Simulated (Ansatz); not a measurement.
# Mo (bcc type): how the settings move a single-point run

How sensitive is a single-point run of Mo (bcc type) to its settings? A reference run comes first, then one run with altered input.

Program: Ansatz 0.2.0. Level of theory: reference: DFT, PBE, all-electron LAPW, scalar-relativistic. These are calculated values, not measurements.

## Step 1: The structure to begin with

The structure is cubic, space group Im-3m (No. 229). Conventional cell: a = 3.117 Å, b = 3.117 Å, c = 3.117 Å, α = 90.00°, β = 90.00°, γ = 90.00°. Mo (site symmetry m-3m) has 8 Mo at 2.70 Å as nearest neighbours.

Coordinates:

```
Mo
1.0
    -1.55866    1.55866    1.55866
     1.55866   -1.55866    1.55866
     1.55866    1.55866   -1.55866
Mo
1
Direct
  0.00000 0.00000 0.00000
```

## Step 2: The reference run

Input file input.yaml:

```yaml
crystal:
  lattice:
    - [-1.5586628247, 1.5586628247, 1.5586628247]
    - [1.5586628247, -1.5586628247, 1.5586628247]
    - [1.5586628247, 1.5586628247, -1.5586628247]
  atoms:
    - { symbol: Mo, position: [0.0, 0.0, 0.0] }
kpoints:
  mp_grid: { grid: [16, 16, 16] }
scf:
  occupations: { method: fermi_dirac, width: 0.03 }
hamiltonian:
  xc: pbe
  pseudopotentials: { kind: all_electron, lapw: { basis_error: 0.0005 } }
output:
  forces: true
  stress: true
  eigenvalues: true
```

Started as:

```
ansatz run input.yaml --threads 1 --pin off --max-ram 2048MiB --backend cpu --events-out ev --progress --plain --runs-dir out
```

## Step 3: Changed: symmetry.detect false, mp_grid.grid [5, 5, 5]

input.yaml, as its differences from that of step 2:

```diff
@@ -7,4 +7,5 @@
     - { symbol: Mo, position: [0.0, 0.0, 0.0] }
+  symmetry: { detect: false }
 kpoints:
-  mp_grid: { grid: [16, 16, 16] }
+  mp_grid: { grid: [5, 5, 5] }
 scf:
```

Before running it: what results should come out? Wanted: for each run, ending; energy change; pressure; gap; force.

The runs gave:

```
                                             run     ending   energy change  pressure (GPa)  gap (eV)  force (eV/Å)  cycles   time
                                       reference  converged               0            11.6      0.00          0.00       7  8.6 s
1: symmetry.detect false, mp_grid.grid [5, 5, 5]  converged  -32.6 meV/atom             8.9      0.00          0.00       6    8 s
```

Residual by cycle in the longest SCF loop of each run; runs are numbered as in the table. The quantity is the density residual dr2, in eV.

```
cycle  reference    run 1
    1      0.274    0.297
    2     0.0562  0.00813
    3     0.0222  0.00235
    4    0.00396   2.2e-5
    5     2.7e-4   3.5e-8
    6     6.1e-6  5.5e-10
    7     3.0e-8        -
```

Changing the use of symmetry and k-point mesh moves the energy by -32.6 meV/atom, and the pressure goes from 11.6 to 8.9 GPa. Sampling errors of the energy have no fixed sign. Of the settings changed, the mesh is the one that moves energies this far.
